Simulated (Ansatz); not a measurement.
C4H6S can be A, `CC1C=CS1`, or B, `CC(C)=C=S`.

Program: Ansatz. Geometries: PBE0-D4/def2-TZVP. ΔE: electronic, gas phase. CCSD(T)/CBS is the MP2 limit (def2-TZVPP, def2-QZVPP) plus CCSD(T) − MP2 in def2-TZVPP, frozen cores. DFT in def2-TZVPP. B3LYP here is the variant with VWN-RPA as its local correlation; programs differ in this.

(1) Which is lower in electronic energy at CCSD(T)/CBS, and by how much? (An estimate is asked.)

(2) Give E(B) − E(A) in kJ/mol with B3LYP-D4, CCSD/def2-TZVPP, B3LYP, PBE-D4, HF/def2-TZVPP, B2PLYP, PBE0-D4. (Best estimate.)

Largest T1 diagnostic: 0.015.

Results:

(1) The calculation gave: B, by 6.4 kJ/mol.

(2) The calculation gave: B3LYP-D4 -28.7, CCSD/def2-TZVPP -10.9, B3LYP -33.2, PBE-D4 -16.0, HF/def2-TZVPP -23.3, B2PLYP -25.6, PBE0-D4 -5.7. None reverses the order clearly.

In def2-TZVPP, CCSD(T) changes the Hartree–Fock value by +10.9 kJ/mol (the triples alone add −1.5 kJ/mol) and MP2 by +14.7 kJ/mol. From PBE to PBE0 (25 % exact exchange), in def2-TZVPP and without D4, E(B) − E(A) moves by +11.0 kJ/mol.
